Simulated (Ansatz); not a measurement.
A nudged elastic band was laid between two geometries of CH5B + ClH (9 atoms, charge 0, multiplicity 1).

These are results of RKS revPBE-D4/def2-SVP (Ansatz), not measurements.

```yaml
movable_images: 7
climbing_image: yes
spring: 5.0 eV/Å²
optimiser: quadratic models (default)
start_path: through a guess of the saddle point
force_threshold: 0.03 eV/Å
iteration_limit: 60
end_points: relaxed
```

Initial state:

```xyz
9
Properties=species:S:1:pos:R:3
B 0.078 -0.117 0.026
H 0.113 -0.362 1.232
C 1.406 -0.055 -0.796
H 1.584 -1.117 -1.101
H 1.331 0.522 -1.739
H 2.302 0.262 -0.227
H -1.020 -0.127 -0.498
Cl -0.136 2.529 0.995
H -0.044 1.390 1.636
```

Final state:

```xyz
9
Properties=species:S:1:pos:R:3
B 0.018 0.818 -0.697
H 0.119 -0.586 2.756
C 1.396 0.135 -0.975
H 1.397 -0.860 -0.470
H 1.491 -0.098 -2.059
H 2.282 0.705 -0.638
H -1.039 0.342 -1.069
Cl -0.098 2.342 0.201
H 0.047 0.125 2.481
```

(1) What changes between the two ends?

(2) Give the energies along the band, and the barrier.

(3) What is the geometry of the highest image?

(4) What are the harmonic wavenumbers there?

Results:

(1) Bonds broken: B1–H2, Cl8–H9. Bonds formed: B1–Cl8, H2–H9. CH5B + ClH becomes CH4BCl + H2.

(2) The run converged. The highest image is number 1 of 0 to 8, 0.095 eV above the first end and 0.994 eV above the last; the last end lies 0.899 eV below the first. A vibrational analysis at the climbing image gives one clearly imaginary mode, 417i cm⁻¹: a first-order saddle point. The orbitals stay closed-shell, which can raise the energy where a bond breaks towards radicals; this wasn't checked here.

```json
{"image": "0", "path coordinate (Å)": "0.00", "energy (eV)": "0.000", "B1–H2 (Å)": "1.23", "Cl8–H9 (Å)": "1.31", "B1–Cl8 (Å)": "2.83"}
{"image": "1", "path coordinate (Å)": "0.73", "energy (eV)": "0.095", "B1–H2 (Å)": "1.29", "Cl8–H9 (Å)": "1.47", "B1–Cl8 (Å)": "2.25"}
{"image": "2", "path coordinate (Å)": "1.19", "energy (eV)": "-0.222", "B1–H2 (Å)": "1.47", "Cl8–H9 (Å)": "1.87", "B1–Cl8 (Å)": "1.96"}
{"image": "3", "path coordinate (Å)": "1.65", "energy (eV)": "-0.576", "B1–H2 (Å)": "1.83", "Cl8–H9 (Å)": "2.29", "B1–Cl8 (Å)": "1.83"}
{"image": "4", "path coordinate (Å)": "2.11", "energy (eV)": "-0.770", "B1–H2 (Å)": "2.26", "Cl8–H9 (Å)": "2.65", "B1–Cl8 (Å)": "1.79"}
{"image": "5", "path coordinate (Å)": "2.58", "energy (eV)": "-0.858", "B1–H2 (Å)": "2.66", "Cl8–H9 (Å)": "2.97", "B1–Cl8 (Å)": "1.78"}
{"image": "6", "path coordinate (Å)": "3.04", "energy (eV)": "-0.888", "B1–H2 (Å)": "3.05", "Cl8–H9 (Å)": "3.18", "B1–Cl8 (Å)": "1.77"}
{"image": "7", "path coordinate (Å)": "3.50", "energy (eV)": "-0.897", "B1–H2 (Å)": "3.39", "Cl8–H9 (Å)": "3.22", "B1–Cl8 (Å)": "1.77"}
{"image": "8", "path coordinate (Å)": "3.96", "energy (eV)": "-0.899", "B1–H2 (Å)": "3.73", "Cl8–H9 (Å)": "3.18", "B1–Cl8 (Å)": "1.77"}
```

(3) 
```xyz
9
Properties=species:S:1:pos:R:3
B 0.050 0.155 0.065
H 0.120 -0.234 1.292
C 1.390 0.005 -0.748
H 1.530 -1.074 -0.986
H 1.340 0.543 -1.717
H 2.292 0.345 -0.200
H -1.068 -0.029 -0.366
Cl -0.085 2.274 0.794
H 0.044 0.938 1.395
```

(4) 417i, 192, 217, 521, 614, 733, 784, 928, 980, 1003, 1125, 1282, 1300, 1386, 1402, 1573, 2194, 2599, 2963, 3044, 3076 cm⁻¹.

Run time: 3.5 min on 1 thread of Arm Neoverse V1 (shared host), peak memory 0.13 GiB.
